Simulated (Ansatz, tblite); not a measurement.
# SiClH3 (SiH₃Cl): a ladder of methods and basis sets

Aim: run the singlet of SiClH3 (SiH₃Cl) at one geometry on many levels, and compare frontier levels, spin and run time.

Computed with Ansatz 0.2.0, Gaussian basis. Level: as each input shows.

Levels to be run: GFN1-xTB, GFN2-xTB, PBE-D4/def2-TZVP, r2SCAN-D4/def2-TZVP, B2PLYP/def2-TZVP, ωB97X-V/def2-TZVP, BHLYP-D4/def2-TZVP, LC-ωPBE/def2-TZVP, BLYP-D4/def2-TZVP, LDA/def2-TZVP, CAM-B3LYP-D4/def2-TZVP, PBE-D4/def2-SVP, PBE0-D4/def2-SVP, HF/6-31G, B3LYP-D4/6-31G, CCSD(T)/def2-TZVPP, MP2/def2-TZVP, RPA/def2-TZVP.

**1. The relaxed structure**

The singlet was relaxed beforehand with r2SCAN-D4/def2-TZVP.

5 atoms, charge 0, spin multiplicity 1.

Bond lengths: Si1–Cl2 2.056 Å, Si1–H3 1.479 Å, Si1–H4 1.479 Å, Si1–H5 1.480 Å. Angles: Cl2–Si1–H3 108.6°, Cl2–Si1–H4 108.6°, Cl2–Si1–H5 108.6°, H3–Si1–H4 110.3°, H3–Si1–H5 110.3°, H4–Si1–H5 110.3°.

PBE0-D4/def2-TZVP was run before; its log isn't repeated, and its numbers join the tables.

**2. GFN1-xTB**

Tight binding, by tblite at 300 K electronic temperature and without a spin-polarisation term:

```python
tblite.interface.Calculator('GFN1-xTB', numbers, positions, charge=0, uhf=0).singlepoint()
```

Energy -212.3414 eV, HOMO -12.61 eV, LUMO -5.53 eV; 0.003 s.

**3. GFN2-xTB**

Tight binding, by tblite at 300 K electronic temperature and without a spin-polarisation term:

```python
tblite.interface.Calculator('GFN2-xTB', numbers, positions, charge=0, uhf=0).singlepoint()
```

Energy -213.7565 eV, HOMO -11.58 eV, LUMO -5.66 eV; 0.002 s.

**4. PBE-D4/def2-TZVP**

start.molden holds the orbitals of an earlier run on this state, given as this run's starting guess.

The input, in.yaml:

```yaml
crystal:
  periodic: [false, false, false]
  atoms:
    - {symbol: Si, position_ang: [-0.000836, 0.001355, -0.127976]}
    - {symbol: Cl, position_ang: [0.012849, -0.020286, 1.927808]}
    - {symbol: H, position_ang: [1.398116, 0.011221, -0.609226]}
    - {symbol: H, position_ang: [-0.709233, 1.218089, -0.582484]}
    - {symbol: H, position_ang: [-0.700887, -1.210389, -0.608131]}
basis:
  gaussian: {orbitals: def2-TZVP, initial_orbitals: start.molden}
hamiltonian: {xc: pbe, dispersion: d4}
scf: {omitted_lower_state_checks: [starts]}
output: {forces: true, orbitals: {seedname: orbitals}}
```

On the command line:

```console
ansatz run in.yaml --threads 2 --pin off --events-out ev --progress --plain --max-ram 4352MiB
```

After this run come: r2SCAN-D4/def2-TZVP; B2PLYP/def2-TZVP; ωB97X-V/def2-TZVP; BHLYP-D4/def2-TZVP; LC-ωPBE/def2-TZVP; BLYP-D4/def2-TZVP; LDA/def2-TZVP; CAM-B3LYP-D4/def2-TZVP; PBE-D4/def2-SVP; PBE0-D4/def2-SVP; HF/6-31G; B3LYP-D4/6-31G; CCSD(T)/def2-TZVPP; MP2/def2-TZVP; RPA/def2-TZVP.

Before running them: what should the planned runs give, taken together? Wanted: gap in def2-TZVP, named functionals, smallest and largest; correlation energy, CCSD(T)/def2-TZVPP; correlation energy, MP2/def2-TZVP; binding an atom, CCSD(T)/def2-TZVPP; PBE0 total energy, smallest basis above largest.

As calculated:

| quantity | value |
| --- | --- |
| gap in def2-TZVP, named functionals, smallest and largest | 6.49 eV (LDA), 13.95 eV (LC-ωPBE) |
| correlation energy, CCSD(T)/def2-TZVPP | -10.10 eV |
| correlation energy, MP2/def2-TZVP | -8.36 eV |
| binding an atom, CCSD(T)/def2-TZVPP | 2.872 eV |
| PBE0 total energy, smallest basis above largest | 7.21 eV (def2-SVP, def2-TZVP) |

In words: Orbital gaps of the named functionals in def2-TZVP span 6.49 eV (LDA) to 13.95 eV (LC-ωPBE); exact exchange widens it. A small miss in a minimal or small basis is a cancelling of errors, not accuracy. The functionals in def2-TZVP miss CCSD(T)/def2-TZVPP by +0.007 (BLYP-D4) to +0.334 eV (LDA) an atom. The reference is CCSD(T) in one finite basis, so it carries an error of its own, often a tenth of an eV or more, and near misses can't be ranked.
